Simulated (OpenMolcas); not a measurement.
# One shape, several levels: C2F2 (SMILES FC#CF)

Aim: a comparison of 6 runs (HF/3-21G, HF/cc-pVTZ, B3LYP/6-31G*, PBE/cc-pVTZ, PBE0/cc-pVTZ, TPSS/cc-pVTZ) of C2F2. 

The results are computed with OpenMolcas 26.06.

## Step 1: The system as given

C2F2: 4 atoms, total charge 0, spin state singlet. As SMILES, `FC#CF`. Geometry: relaxed at PBE0-D4/def2-TZVP.

Bond lengths: F1–C2 1.277 Å, C2–C3 1.184 Å, C3–F4 1.277 Å. Angles: F1–C2–C3 180.0°, C2–C3–F4 180.0°.

## Step 2: Energy and forces at HF/3-21G (run 1)

Contents of test.input:

```
&gateway
baslib=$CurrDir
coord
4
angstrom
F       -0.136400       0.128000       1.852800
C       -0.033700       0.030200       0.583200
C        0.061400      -0.060400      -0.593400
F        0.164100      -0.158200      -1.863000
basis=3-21G
group=NoSym
&seward
&scf
thresholds=1e-10 1e-07 1e-07 1e-05
prorbitals=1 1
&alaska
```

The basis set 3-21G is read from a file made from the Basis Set Exchange's data (not shown).

Command:

```console
$ export MOLCAS_MEM=1860
$ pymolcas test.input > test.log
```

The program printed:

```text
--- Start Module: gateway ---
[...]
--- Stop Module: gateway /rc=_RC_ALL_IS_WELL_ ---
[...]
      Basis functions           36
[...]
--- Start Module: scf ---
[...]
       Convergence after  11 Iterations
[...]
::    Total SCF energy                               -272.9762983050
[...]
      Total spin, S                                     0.0000000000
[...]
      Total electronic charge=   30.000000
      Total            charge=   -0.000000
[...]
      Dipole Moment (debye):
      Origin of the operator (angstrom)=    0.0138   -0.0151   -0.0051
                   X= -4.2329E-15               Y=  6.4198E-15               Z= -1.7496E-14           Total=  1.9111E-14
      Quadrupole Moment (debye*angstrom):
[...]
--- Stop Module: scf /rc=_RC_ALL_IS_WELL_ ---
--- Start Module: alaska ---
[...]
 *              Molecular gradients               *
 **************************************************
  Irreducible representation: a
 ------------------------------------------------------------------------------------------
                              X                       Y                       Z
 ------------------------------------------------------------------------------------------
  F1                2.55328327735094E-03   -2.43217787166650E-03   -3.15825039243069E-02
  C2               -6.41742211173910E-03    6.11501808079479E-03    7.94299818833624E-02
  C3                6.41742211174312E-03   -6.11501808078882E-03   -7.94299818833948E-02
  F4               -2.55328327735471E-03    2.43217787165961E-03    3.15825039243389E-02
 ------------------------------------------------------------------------------------------
--- Stop Module: alaska /rc=_RC_ALL_IS_WELL_ ---
[...]
```

Wall time 2.7 s (1 thread of AMD EPYC 7R43 (Zen 3), shared host); peak memory 0.37 GiB.

## Step 3: Energy and gradient at HF/cc-pVTZ (run 2)

Contents of mol.input:

```
* C2F2 Hartree-Fock

&GATEWAY
 BasLib=$CurrDir
 Coord
 4
 angstrom
 F       -0.136400       0.128000       1.852800
 C       -0.033700       0.030200       0.583200
 C        0.061400      -0.060400      -0.593400
 F        0.164100      -0.158200      -1.863000
 Basis=cc-pVTZ
 Group=NoSym

&SEWARD

&SCF
 Thresholds=1e-10 1e-07 1e-07 1e-05
 PrOrbitals=1

&ALASKA
```

The basis set cc-pVTZ is read from a file made from the Basis Set Exchange's data (not shown).

Command:

```console
$ export MOLCAS_MEM=1860
$ pymolcas mol.input > mol.log
```

The program printed:

```text
--- Start Module: gateway ---
[...]
--- Stop Module: gateway /rc=_RC_ALL_IS_WELL_ ---
[...]
      Basis functions          120
[...]
--- Start Module: scf ---
[...]
       Convergence after  11 Iterations
[...]
::    Total SCF energy                               -274.5679390944
[...]
      Total spin, S                                     0.0000000000
[...]
      Total electronic charge=   30.000000
      Total            charge=   -0.000000
[...]
      Dipole Moment (debye):
      Origin of the operator (angstrom)=    0.0138   -0.0151   -0.0051
                   X= -3.0360E-14               Y=  4.7805E-15               Z=  5.0565E-14           Total=  5.9173E-14
      Quadrupole Moment (debye*angstrom):
[...]
--- Stop Module: scf /rc=_RC_ALL_IS_WELL_ ---
[...]
--- Start Module: alaska ---
[...]
 *              Molecular gradients               *
 **************************************************
  Irreducible representation: a
 ------------------------------------------------------------------------------------------
                              X                       Y                       Z
 ------------------------------------------------------------------------------------------
  F1               -1.29811003822411E-03    1.23555583362234E-03    1.60317455619374E-02
  C2               -3.34189435448201E-03    3.18622689473969E-03    4.14095714809672E-02
  C3                3.34189435435550E-03   -3.18622689473808E-03   -4.14095714784839E-02
  F4                1.29811003836355E-03   -1.23555583363433E-03   -1.60317455643320E-02
 ------------------------------------------------------------------------------------------
--- Stop Module: alaska /rc=_RC_ALL_IS_WELL_ ---
[...]
```

Run time: 39 s. Hardware: 1 thread of AMD EPYC 7R43 (Zen 3), shared host; peak memory 0.76 GiB.

## Step 4: Energy and forces at B3LYP/6-31G(d) (Cartesian functions) (run 3)

Contents of job.inp:

```
* C2F2 Kohn-Sham DFT
&GATEWAY
BasLib = $CurrDir
Coord
4
angstrom
F       -0.136400       0.128000       1.852800
C       -0.033700       0.030200       0.583200
C        0.061400      -0.060400      -0.593400
F        0.164100      -0.158200      -1.863000
Basis = 6-31Gs
Group = NoSym
&SEWARD
GridInput
Grid=UltraFine
End of Grid
&SCF
KSDFT = B3LYP
Thresholds = 1e-10 1e-07 1e-07 1e-05
PrOrbitals = 1
&ALASKA
```

The basis set 6-31G* is read from a file made from the Basis Set Exchange's data (not shown).

Command:

```console
$ export MOLCAS_MEM=1860
$ pymolcas job.inp > job.log
```

The program printed:

```text
--- Start Module: gateway ---
[...]
--- Stop Module: gateway /rc=_RC_ALL_IS_WELL_ ---
[...]
      Basis functions           60
[...]
--- Start Module: scf ---
[...]
       Convergence after  11 Iterations
[...]
::    Total KS-DFT energy                            -275.7360663509
[...]
      Total spin, S                                     0.0000000000
[...]
      Total electronic charge=   30.000000
      Total            charge=   -0.000000
[...]
      Dipole Moment (debye):
      Origin of the operator (angstrom)=    0.0138   -0.0151   -0.0051
                   X=  1.4907E-10               Y=  2.1546E-10               Z= -2.9445E-10           Total=  3.9414E-10
      Quadrupole Moment (debye*angstrom):
[...]
--- Stop Module: scf /rc=_RC_ALL_IS_WELL_ ---
[...]
--- Start Module: alaska ---
[...]
 *              Molecular gradients               *
 **************************************************
  Irreducible representation: a
 ------------------------------------------------------------------------------------------
                              X                       Y                       Z
 ------------------------------------------------------------------------------------------
  F1                1.39731843113600E-03   -1.33085583937387E-03   -1.72792062041225E-02
  C2                2.63790625509686E-04   -2.51207173212753E-04   -3.26110141122005E-03
  C3               -2.63790630779803E-04    2.51207172807411E-04    3.26110142568226E-03
  F4               -1.39731842586510E-03    1.33085583977954E-03    1.72792061896416E-02
 ------------------------------------------------------------------------------------------
--- Stop Module: alaska /rc=_RC_ALL_IS_WELL_ ---
[...]
```

Wall time 12 s (1 thread of AMD EPYC 7R43 (Zen 3), shared host); peak memory 0.39 GiB.

Runs 4 to 5 aren't shown in full; the table further down has their settings and results.

## Step 5: Energy and gradient at TPSS/cc-pVTZ (run 6)

Contents of mol.inp:

```
* C2F2 Kohn-Sham DFT
&GATEWAY
BasLib
$CurrDir
BasisSet
F.cc-pVTZ....
F1 -0.136400 0.128000 1.852800 angstrom
F4 0.164100 -0.158200 -1.863000 angstrom
End of Basis
BasisSet
C.cc-pVTZ....
C2 -0.033700 0.030200 0.583200 angstrom
C3 0.061400 -0.060400 -0.593400 angstrom
End of Basis
&SEWARD
GridInput
Grid=UltraFine
End of Grid
&SCF
KSDFT
2
1.0 MGGA_X_TPSS
1.0 MGGA_C_TPSS
Thresholds
1e-10 1e-07 1e-07 1e-05
PrOrbitals
1 2
&ALASKA
```

The basis set cc-pVTZ is read from a file made from the Basis Set Exchange's data (not shown).

Command:

```console
$ export MOLCAS_MEM=1860
$ pymolcas mol.inp > mol.log
```

The program printed:

```text
--- Start Module: gateway ---
[...]
--- Stop Module: gateway /rc=_RC_ALL_IS_WELL_ ---
[...]
      Basis functions          120
[...]
--- Start Module: scf ---
[...]
       Convergence after  13 Iterations
[...]
::    Total KS-DFT energy                            -275.8804638800
[...]
      Total spin, S                                     0.0000000000
[...]
      Total electronic charge=   30.000000
      Total            charge=   -0.000000
[...]
      Dipole Moment (debye):
      Origin of the operator (angstrom)=    0.0138   -0.0151   -0.0051
                   X= -8.8790E-10               Y=  7.7337E-10               Z=  1.0997E-08           Total=  1.1059E-08
      Quadrupole Moment (debye*angstrom):
[...]
--- Stop Module: scf /rc=_RC_ALL_IS_WELL_ ---
[...]
--- Start Module: alaska ---
[...]
 *              Molecular gradients               *
 **************************************************
  Irreducible representation: a
 ------------------------------------------------------------------------------------------
                              X                       Y                       Z
 ------------------------------------------------------------------------------------------
  F1                1.28494033619475E-03   -1.22381110319147E-03   -1.58892402701767E-02
  F4               -1.28494040895566E-03    1.22381117351544E-03    1.58892411266258E-02
  C2                1.36765507362246E-04   -1.30234651130379E-04   -1.69058414054923E-03
  C3               -1.36765434606834E-04    1.30234580798250E-04    1.69058328411875E-03
 ------------------------------------------------------------------------------------------
--- Stop Module: alaska /rc=_RC_ALL_IS_WELL_ ---
[...]
```

Run time: 61 s. Hardware: 1 thread of AMD EPYC 7R43 (Zen 3), shared host; peak memory 0.76 GiB.

## Step 6: All runs side by side

| run | level | Cartesian functions | integration grid | energy (Eh) | dipole moment (D) | HOMO energy (eV) | LUMO energy (eV) | wall time |
| --- | --- | --- | --- | --- | --- | --- | --- | --- |
| 1 | HF/3-21G | no | – | -272.976298 | 0.00 | -11.56 | 6.78 | 2.7 s |
| 2 | HF/cc-pVTZ | no | – | -274.567939 | 0.00 | -11.54 | 5.53 | 39 s |
| 3 | B3LYP/6-31G* (Cartesian functions) | yes | UltraFine | -275.736066 | 0.00 | -7.51 | 1.46 | 12 s |
| 4 | PBE/cc-pVTZ | no | UltraFine | -275.577884 | 0.00 | -6.69 | -0.15 | 59 s |
| 5 | PBE0/cc-pVTZ | no | UltraFine | -275.572142 | 0.00 | -8.17 | 1.14 | 45 s |
| 6 | TPSS/cc-pVTZ | no | UltraFine | -275.880464 | 0.00 | -6.77 | 0.00 | 61 s |

## Step 7: What came out

| quantity | value |
| --- | --- |
| run 6: total energy | -275.88046 Eh |
| run 6: dipole moment | 0.00 D |
| run 6: HOMO energy | -6.77 eV |
| run 6: LUMO energy | 0.00 eV |
| run 6: HOMO–LUMO gap | 6.77 eV |
| run 6: largest force on an atom | 0.822 eV/Å |

**Reading.** The HOMO–LUMO gap runs from 6.53 eV (PBE/cc-pVTZ) to 18.34 eV (HF/3-21G). The two ends differ in method and basis. Totals of different functionals can't be ranked against each other. All runs together took 3.6 min, the longest 61 s.
